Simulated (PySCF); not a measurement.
Species: C4H5NS.
Bonds: N1–C2, C2–C3 (aromatic), C3–C4 (aromatic), C4–C5 (aromatic), C5–S6 (aromatic), C2–S6 (aromatic). Hydrogens: H7, H8 on N1; H9 on C3; H10 on C4; H11 on C5.

The same species was optimised twice, with GFN2-xTB and with PBE0-D3(BJ)/def2-SVP (PySCF), and the same property calculations (PySCF, gas phase) were run on both structures.

```
  coordinate  GFN2-xTB  PBE0-D3(BJ)/def2-SVP  change
   C2–C3 (Å)     1.363                 1.376  +0.013
   C4–C5 (Å)     1.352                 1.365  +0.013
   C3–C4 (Å)     1.415                 1.426  +0.011
   C2–S6 (Å)     1.740                 1.737  -0.003
   N1–C2 (Å)     1.379                 1.382  +0.003
   C5–S6 (Å)     1.730                 1.731  +0.001
C2–S6–C5 (°)      91.0                  92.0    +1.0
C4–C5–S6 (°)     111.7                 111.1    -0.6
N1–C2–C3 (°)     128.2                 128.7    +0.5
C3–C2–S6 (°)     111.3                 110.9    -0.4
C2–C3–C4 (°)     112.7                 112.5    -0.2
C3–C4–C5 (°)     113.3                 113.4    +0.1
N1–C2–S6 (°)     120.4                 120.2    -0.2
```

Rotational constants: A = 5321, B = 3279, C = 2032 MHz (GFN2-xTB) against A = 5321, B = 3239, C = 2018 MHz (PBE0-D3(BJ)/def2-SVP). Atoms that the bonding makes alike are paired by their places after alignment.

On the GFN2-xTB structure: HOMO (eV) -5.63 [PBE0/pcSseg-1]; LUMO (eV) 0.18 [PBE0/pcSseg-1]; dipole (D) 1.78 [PBE0/pcSseg-1]; GIAO shielding of N1 (ppm) 197.7 [PBE0/pcSseg-1]; GIAO shielding of C2 (ppm) 25.2 [PBE0/pcSseg-1]; GIAO shielding of C3 (ppm) 81.1 [PBE0/pcSseg-1]; GIAO shielding of C4 (ppm) 55.8 [PBE0/pcSseg-1]; GIAO shielding of C5 (ppm) 72.3 [PBE0/pcSseg-1]; GIAO shielding of S6 (ppm) 317.7 [PBE0/pcSseg-1].

What do these properties become on the PBE0-D3(BJ)/def2-SVP structure?

```
                                    property          level  on GFN2-xTB  on PBE0-D3(BJ)/def2-SVP  change
                                   HOMO (eV)  PBE0/pcSseg-1        -5.63                    -5.68   -0.05
                                   LUMO (eV)  PBE0/pcSseg-1         0.18                     0.11   -0.07
                                  dipole (D)  PBE0/pcSseg-1         1.78                     1.82   +0.04
energy, GFN2-xTB geometry as zero (kcal/mol)  PBE0/pcSseg-1          0.0                     -0.4    -0.4
                  GIAO shielding of N1 (ppm)  PBE0/pcSseg-1        197.7                    196.4    -1.3
                  GIAO shielding of C2 (ppm)  PBE0/pcSseg-1         25.2                     24.1    -1.1
                  GIAO shielding of C3 (ppm)  PBE0/pcSseg-1         81.1                     77.9    -3.2
                  GIAO shielding of C4 (ppm)  PBE0/pcSseg-1         55.8                     53.2    -2.6
                  GIAO shielding of C5 (ppm)  PBE0/pcSseg-1         72.3                     69.7    -2.6
                  GIAO shielding of S6 (ppm)  PBE0/pcSseg-1        317.7                    312.2    -5.5
```

The heavy atoms differ by 0.014 Å rms after alignment. Among bonds between heavy atoms C2–C3 and C4–C5 change most and about equally (+0.013 Å). Changes are differences of the printed values. Neither structure is proved a minimum here.

The values belong to the conformer `[NH2:1][c:2]1[cH:3][cH:4][cH:5][s:6]1`: H–N1–C2–C3 -22°, H–N1–C2–C3 -153°.
